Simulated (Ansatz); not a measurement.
# CHAl (singlet): the correlation ladder at distance Al1–H3 = 1.897 Å, 6-31G

The task here is to estimate one member of a computed series from the others.

The runs use Ansatz 0.2.0, Gaussian basis; 6-31G, core rule «outside noble gas», up to 6 orbitals frozen.

To be run: UHF; CCSD(T) on RHF; CCSD(T) on UHF; BCCD(T) on RHF; CISD; CCSDT(Q) on RHF; CCSDT(Q) on UHF; CISDTQ; CCSDTQ on RHF; CASSCF and MRCISD+Q, 2 electrons in 2 orbitals; CASSCF and NEVPT2, 2 electrons in 2 orbitals; CASSCF and MRCISD+Q, 8 electrons in 9 orbitals; CASSCF and MRCISD+Q(relaxed), 8 electrons in 9 orbitals; CASSCF and NEVPT2, 8 electrons in 9 orbitals; Full CI.

17 further runs of the same task are left out: 2 for a mislabelled method, 11 that didn't finish, 4 set aside as unsound or not needed.

### What is computed

The geometry derives from a PBE0/def2-TZVP stationary point (not a proven minimum). One bond is set to the value named and the two fragments are kept rigid.

3 atoms, charge 0, spin multiplicity 1.

Atoms are counted from 1 here; the program's logs count them from 0.

Bond lengths: Al1–C2 1.924 Å, Al1–H3 1.897 Å. Angles: C2–Al1–H3 180.0°.

The first run:

Contents of in.yaml:

```yaml
crystal:
  periodic: [false, false, false]
  atoms:
    - {symbol: Al, position_ang: [0.000000, 0.000000, 0.008843]}
    - {symbol: C, position_ang: [0.000000, 0.000000, -1.914686]}
    - {symbol: H, position_ang: [0.000000, 0.000000, 1.905843]}
basis:
  gaussian: {orbitals: 6-31G}
magnetization: {spin_polarized: true, initial_magnetization: 0}
hamiltonian: {xc: hf}
output: {orbitals: {seedname: orbitals}}
```

The run is started by

```bash
$ ansatz run in.yaml --threads 1 --pin off --events-out ev --progress --plain --max-ram 2393MiB
```

Among the steps run: UHF; CCSD(T) on RHF; CCSD(T) on UHF; BCCD(T) on RHF; CISD; CCSDT(Q) on RHF; CCSDT(Q) on UHF; CISDTQ; CCSDTQ on RHF; CASSCF and MRCISD+Q, 2 electrons in 2 orbitals; CASSCF and NEVPT2, 2 electrons in 2 orbitals; CASSCF and MRCISD+Q, 8 electrons in 9 orbitals; CASSCF and MRCISD+Q(relaxed), 8 electrons in 9 orbitals; CASSCF and NEVPT2, 8 electrons in 9 orbitals; Full CI.

One of the session's tables, all rows but one given; the rest of the session is left out.

It belongs to the step «Misses and costs». 

```
                   method  from FCI (meV)
                      RHF         +4332.8
                     RMP2         +1165.7
                     CISD          +669.6
                    RCCSD          +341.9
                 RCCSD(T)               ?
                  BCCD(T)          +147.4
                   RCCSDT           +88.4
                   CISDTQ           +82.8
                RCCSDT(Q)           +36.3
                  RCCSDTQ            +6.8
           CASSCF valence          +925.6
           NEVPT2 valence          +253.3
           MRCISD valence           +30.0
         MRCISD+Q valence           +10.2
MRCISD+Q(relaxed) valence            -4.0
                      FCI               0
```

**Question.** Estimate the row for RCCSD(T).

**Answer.** from FCI (meV): +139.1. In the column «from FCI (meV)» it lies between RCCSDT (+88.4) and BCCD(T) (+147.4).

Not comparable, so not listed: CASSCF and MRCISD+Q, 2 electrons in 2 orbitals (they don't share determinant, frozen orbitals or solution with the rows shown, or repeat one).

To keep in mind: The report flags that the cluster equations may have other roots. Left out of the table: CASSCF pair, NEVPT2 pair (the active space lost an orbital or holds another state than full CI finds). Left out of the table: UHF, UMP2, UCCSD, UCCSD(T), UCCSDT, UCCSDT(Q) (another determinant or state than the rows shown). The program flags RCCSDTQ as in doubt, so those rows may rest on another solution; read them beside their warnings. MRCISD+Q(relaxed) valence falls below full CI: the +Q correction isn't variational, and the cores differ from full CI's. Warnings in the runs' records: passed over end.
